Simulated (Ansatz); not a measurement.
Geometry optimisation, Ansatz, RHF/def2-SVP.

Input:

```yaml
crystal:
  periodic: [false, false, false]
  atoms:
    - { symbol: Al, position_ang: [0.0, 0.0, 0.0] }
    - { symbol: H, position_ang: [0.0, 0.0, 1.56] }
    - { symbol: O, position_ang: [1.5415, 0.0, -0.89] }
    - { symbol: H, position_ang: [1.8414, -0.9519, -1.0449] }
    - { symbol: Cl, position_ang: [-1.9312, 0.0, -1.115] }
basis:
  gaussian: { orbitals: def2-SVP }
hamiltonian:
  xc: hf
relax:
  f_tol: 0.02
  max_steps: 40
```

Run as:

```bash
$ ansatz run input.yaml --threads 1 --pin off --max-ram 2048MiB --backend cpu --events-out ev --progress --plain --runs-dir out
```

Problem. Where does it end, and by what steps?

Solution. The forces met the threshold. After 11 steps the energy has fallen by 0.596 eV; O3 moved furthest, 0.53 Å.

| step | energy less start (eV) | largest force component (eV/Å) | accepted |
| --- | --- | --- | --- |
| 0 | 0.0000 | 3.244 | yes |
| 1 | -0.3162 | 1.090 | yes |
| 2 | -0.3829 | 0.453 | yes |
| 3 | -0.4517 | 0.678 | yes |
| 4 | -0.4855 | 0.874 | yes |
| 5 | -0.5018 | 1.466 | yes |
| 6 | -0.2351 | 4.369 | no |
| 7 | -0.5614 | 0.280 | yes |
| 8 | -0.5815 | 0.261 | yes |
| 9 | -0.5950 | 0.042 | yes |
| 10 | -0.5956 | 0.026 | yes |
| 11 | -0.5957 | 0.009 | yes |

```xyz
5
Properties=species:S:1:pos:R:3
Al 0.000 -0.075 0.088
H -0.112 0.221 1.611
O 1.491 -0.429 -0.590
H 1.784 -0.633 -1.459
Cl -1.712 -0.036 -1.139
```

Whether the end is a true minimum wasn't checked by a vibrational analysis.

The run took 8.2 s on 1 thread of Arm Neoverse V2 (shared host), peak memory 0.11 GiB.
